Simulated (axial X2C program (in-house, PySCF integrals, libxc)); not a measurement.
# O₂⁻ at several levels of theory

Calculated with an in-house relativistic program for diatomic molecules. Spin-free means the one-electron spin-free X2C Hamiltonian; two-component (2c) means X2C with spin–orbit coupling and atomic mean-field two-electron Coulomb and Gaunt terms, so the difference of the two also holds small scalar two-electron terms. Basis: O dyall-av3z [7s6p3d2f] (cores contracted in-house); Gaussian nuclei, density fitting, unrestricted open shells. Masses: O 15.995 u.

Input file and command:
```json
{"zs": [8, 8], "q": -1, "bas": ["dyall-av3z", "dyall-av3z"], "levels": ["PBE0", "HF", "B3LYP"], "cc": true, "r0": 1.14, "thr": -2.0, "nmax": 90, "npts": 10, "nst": 2, "ntry": 6}
```
```bash
python so2c.py task.json out
```

Keys: zs atomic numbers; q charge; bas basis sets; levels methods; cc coupled cluster on or off; r0 starting distance in Å; thr threshold in hartree for freezing inner shells (an s shell follows its p shell); nmax most natural virtual spinors; npts points on the curve; nst determinants followed; ntry starts of the search. HF also brings MP2.

State, spin-free: M_S = 1/2, Λ = 1 (beyond evenly filled blocks: π+α, π+β, π-α); electrons by block: σα: 5, σβ: 5, π+α: 2, π+β: 2, π-α: 2, π-β: 1. Fragments: O- + O.

State, 2c: Ω = 3/2 (⟨Sz⟩ = 0.50, ⟨Lz⟩ = 1.00 at PBE0); electrons by block: 1/2: 7, -1/2: 7, 3/2: 2, -3/2: 1. Fragments: O- + O.

```json
{"Hamiltonian": "spin-free", "level": "PBE0", "Re (Å)": "1.322", "ωe (cm⁻¹)": "1234.8", "Be (cm⁻¹)": "1.206", "De (eV)": "4.16"}
{"Hamiltonian": "spin-free", "level": "HF", "Re (Å)": "1.289", "ωe (cm⁻¹)": "1416.2", "Be (cm⁻¹)": "1.269", "De (eV)": "1.10"}
{"Hamiltonian": "spin-free", "level": "MP2", "Re (Å)": "1.358", "ωe (cm⁻¹)": "1085.0", "Be (cm⁻¹)": "1.143", "De (eV)": "4.38"}
{"Hamiltonian": "spin-free", "level": "CCSD", "Re (Å)": "1.338", "ωe (cm⁻¹)": "1187.8", "Be (cm⁻¹)": "1.177", "De (eV)": "3.74"}
{"Hamiltonian": "spin-free", "level": "CCSD(T)", "Re (Å)": "1.354", "ωe (cm⁻¹)": "1116.7", "Be (cm⁻¹)": "1.15", "De (eV)": "3.96"}
{"Hamiltonian": "spin-free", "level": "B3LYP", "Re (Å)": "1.341", "ωe (cm⁻¹)": "1164.1", "Be (cm⁻¹)": "1.172", "De (eV)": "4.12"}
{"Hamiltonian": "2c", "level": "PBE0", "Re (Å)": "1.322", "ωe (cm⁻¹)": "1234.5", "Be (cm⁻¹)": "1.206", "De (eV)": "4.17"}
{"Hamiltonian": "2c", "level": "HF", "Re (Å)": "1.289", "ωe (cm⁻¹)": "1415.8", "Be (cm⁻¹)": "1.269", "De (eV)": "1.11"}
{"Hamiltonian": "2c", "level": "MP2", "Re (Å)": "1.358", "ωe (cm⁻¹)": "1085.2", "Be (cm⁻¹)": "1.143", "De (eV)": "4.39"}
{"Hamiltonian": "2c", "level": "CCSD", "Re (Å)": "1.338", "ωe (cm⁻¹)": "1187.6", "Be (cm⁻¹)": "1.177", "De (eV)": "3.75"}
{"Hamiltonian": "2c", "level": "CCSD(T)", "Re (Å)": "1.354", "ωe (cm⁻¹)": "1116.6", "Be (cm⁻¹)": "1.15", "De (eV)": "3.96"}
{"Hamiltonian": "2c", "level": "B3LYP", "Re (Å)": "1.341", "ωe (cm⁻¹)": "1163.8", "Be (cm⁻¹)": "1.172", "De (eV)": "4.13"}
```

Correlated methods: 13 electrons correlated (number of frozen shells: O 1 s), 195 virtual spin orbitals or spinors in MP2, 90 natural virtuals in coupled cluster.

One determinant describes the state; a PBE0 search over occupations chose it and may have missed a lower one. Dissociation energies refer to the lowest single-determinant-based atoms at the same level and basis. Density functionals use the spin component along the axis (collinear). CCSD and (T) use frozen natural virtuals with an MP2 correction for the truncation; (T) itself is uncorrected, so its De runs slightly low. The 2c atoms are single determinants rather than J levels; their spin–orbit lowering is only partly caught, and De is too large by that part. This holds for PBE0, B3LYP. Without a current term, density functionals place determinants with orbital angular momentum somewhat too high. The highest occupied level of some functionals is positive through self-interaction error; at Hartree–Fock it is bound. Hartree–Fock gets electron affinities wrong, so its lowest charge split need not be the true one.

Rough cost a point (2c) on 1 thread(s) of a shared host, integrals apart: PBE0 0.18 s, HF 0.09 s, CCSD(T) 5 s, B3LYP 0.2 s.

The whole task took 95 s on 1 thread of Arm Neoverse V1 (shared host).
